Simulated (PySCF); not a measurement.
## Molecular orbitals of SF

M06-2X at R = 1.599 Å; basis S def2-TZVPPD, F def2-TZVPPD; no relativity; PySCF 2.14. State: ²Π (doublet), unpaired electrons π ↑. Only the outer orbitals are listed, counted within each symmetry.

```csv
spin,orbital,occ.,ε (eV),on S (%),main shells (%)
α,5σ,1,-37.93,11,87 F s
α,6σ,1,-22.54,74,"74 S s, 20 F p"
α,2π,1,-16.43,13,"87 F p, 11 S p"
α,2π,1,-16.09,11,"89 F p, 9 S p"
α,7σ,1,-15.87,48,"50 F p, 26 S p, 20 S s"
α,3π,1,-10.02,90,"90 S p, 10 F p"
α,3π,1,-9.05,92,92 S p
α,8σ,0,-0.79,97,"81 S p, 11 S d, 10 F p"
β,5σ,1,-37.66,11,88 F s
β,6σ,1,-21.42,66,"65 S s, 28 F p"
β,2π,1,-15.96,10,90 F p
β,2π,1,-15.40,9,91 F p
β,7σ,1,-15.31,55,"43 F p, 28 S s, 25 S p"
β,3π,1,-8.55,93,92 S p
β,3π,0,-3.53,97,96 S p
β,8σ,0,-0.52,105,"90 S p, 9 S d"
```

Task: Which are the highest filled and the lowest empty level, where do they sit, and how wide is the gap?

Result: Highest filled β 3π at -8.55 eV (in %: 92 S p); lowest empty β 3π at -3.53 eV (in %: 96 S p); the gap at M06-2X is 5.02 eV. Both belong to one degenerate shell, split only by its one-sided filling, so this is no excitation gap.

The bond order (Mayer) is 0.96, the ⟨S²⟩ is 0.754 and the charge on S (Mulliken, basis-dependent) is 0.19. The charge on S (Löwdin, basis-dependent) is 0.63. The dipole moment (positive dipole means S(−)F(+)) is -0.86 D.

Shares are Mulliken populations and can fall outside 0 to 100 %.

The state is the lowest determinant that a PBE0 search found; another state may lie lower at other levels.
